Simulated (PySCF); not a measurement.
# C4H5FO: the cost of one run

Computed with PySCF 2.14.0, with density-fitted response routines of our own, on a single molecule in the gas phase. Atoms are numbered from 0 throughout.

### 1 Starting geometry

11 atoms, charge 0, multiplicity 1; geometry from: GFN2-xTB. The atoms were then displaced at random by about 0.01 Å, so the start is not that level's minimum.

Bonds of the start (Å): C0–O1 1.39, O1–C2 1.30, C2–C3 1.36, C3–C4 1.48, C4–F5 1.40, C4–C2 1.48, C0–H6 1.09, C0–H7 1.08, C0–H8 1.12, C3–H9 1.03, C4–H10 1.09.

### 2 Relaxing the molecule at PBE0-D3(BJ)/def2-SVP

What the job is given:

```
{"job": {"xc": "PBE0", "basis": "def2-SVP", "d3": "d3bj", "grid": 1, "shake": 0.01, "kind": "geom"}, "charge": 0, "multiplicity": 1}
C     -1.747870     0.217380    -0.289380
O     -0.761190    -0.538060    -0.923100
C      0.433650    -0.404260    -0.428890
C      1.762730    -0.703960    -0.411740
C      1.265080     0.249150     0.612310
F      1.116920    -0.177120     1.937700
H     -2.699750    -0.084070    -0.731550
H     -1.766970     0.076030     0.780050
H     -1.620350     1.314060    -0.468380
H      2.541150    -1.281700    -0.760730
H      1.514700     1.306730     0.668040
```

Started as:

```
OMP_NUM_THREADS=1 python probes_run.py task.json out
```

One launch serves the whole session: the jobs run in the order shown.

Q: Estimate the wall time and peak memory of this first job on 1 thread of Arm Neoverse V2, shared host.

About 28 s, with a peak of 0.45 GiB.
